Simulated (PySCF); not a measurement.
## Li₂⁻ at ROHF-CCSD(T)

Computed with ROHF-CCSD(T); PySCF, spin-free X2C with a Gaussian nucleus, basis sets Li aug-cc-pVDZ-DK.

* state: doublet, unpaired electrons σ ↑
* bond length: 0.3071 nm
* harmonic wavenumber: 229 cm⁻¹
* force constant: 0.108 mdyn/Å
* rotational constant Be: 0.5096 cm⁻¹
* anharmonicity ωexe: 2.62 cm⁻¹
* vibration–rotation constant αe: 0.00823 cm⁻¹
* well depth De to Li + Li⁻: 0.81 eV
* dissociation energy D0: 0.80 eV

Correlated steps freeze no core orbitals. Correlated levels converge slowly with the basis: in double zeta they bind strong bonds too weakly, by up to about 1 eV, and carry superposition errors of some tenths. The CCSD T1 diagnostic is raised, a sign that a single reference may not be enough here. The state was picked by a PBE0 search and need not be the measured ground state.
